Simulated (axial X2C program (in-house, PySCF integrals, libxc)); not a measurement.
## Which molecule has these constants?

All values come from calculations with an in-house relativistic program for diatomic molecules, spin-free (one-electron X2C) or two-component (2c: spin–orbit coupling with atomic mean-field Coulomb and Gaunt terms, which also bring small scalar terms), in Dyall basis sets with cores contracted in-house; open shells are unrestricted.

A two-component PBE0 calculation in a Dyall 3-zeta basis gave Re = 2.463 Å, ωe = 338.9 cm⁻¹, De = 0.89 eV, Ω = 1/2.

Question: Which molecule is it?
A. BO⁺
B. BN⁺
C. BC⁺
D. BF⁺
E. LiB⁺

Answer: E. The others have BN⁺ 1.435 Å and 1167.9 cm⁻¹ (Ω = 3/2); BC⁺ 1.431 Å and 1425.2 cm⁻¹ (Ω = 2); BO⁺ 1.302 Å and 1498.1 cm⁻¹ (Ω = 2); BF⁺ 1.211 Å and 1702.4 cm⁻¹ (Ω = 1/2).

Each entry is the lowest single determinant of a limited PBE0 search at one distance. De goes to single-determinant-based atoms at the same level (for ions the charge split of lowest energy) and is withheld (n/a) where an atom does not fit its ground term or J level. Main or longest-lived isotopes. One determinant is a doubtful description, or other states lie close, for BN⁺, BC⁺, BO⁺; these need not be ground states, and all values refer to the states named. Some open-shell Ω = 0 determinants are out of reach, so the Ω given for BC⁺, BO⁺ need not be the lowest component. With several unpaired electrons the Ω given is that of one determinant, not necessarily of the lowest component. Some light 2c atoms are not at their ground J level, so De misses part of their lowering (0.04 eV or less). The functionals have no current term, which raises determinants with orbital currents.
